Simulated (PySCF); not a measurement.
Zinc-blende GaAs: correlation energy from several methods in one and the same small orbital space (PySCF; 2 atoms at the zone centre, 8 electrons in 17 orbitals, empty ones MP2 natural orbitals of a TZ basis, lattice constant set to 5.4836 Å). Its volume lies 9 % below that of the crystal's usual cell. It tests the methods against each other and lies far from the crystal's limit.

Full CI gives -1.9481 eV per atom.

### Question
What share of it do MP2, CCSD, CCSD(T), CCSDT, CCSDT(Q), CCSDTQ recover?

### Answer
MP2 68.2 %; CCSD 98.0 %; CCSD(T) 99.2 %; CCSDT 99.6 %; CCSDT(Q) 99.9 %; CCSDTQ 100.0 %.

| method | E_corr (eV per atom) | share of full CI (%) | error (meV) |
|---|---|---|---|
| MP2 | -1.3279 | 68.2 | 620 |
| CCSD | -1.9088 | 98.0 | 39 |
| CCSD(T) | -1.9319 | 99.2 | 16 |
| CCSDT | -1.9411 | 99.6 | 7 |
| CCSDT(Q) | -1.9453 | 99.9 | 3 |
| CCSDTQ | -1.9478 | 100.0 | 0 |
| full CI | -1.9481 | 100.0 | 0 |

The Hartree–Fock determinant has a weight of 0.88 in the full CI state.

MP2, (T) and (Q) use filled levels shifted down by the Madelung term, which in so small a cell is a large part of the gap, so these rows hang on it.
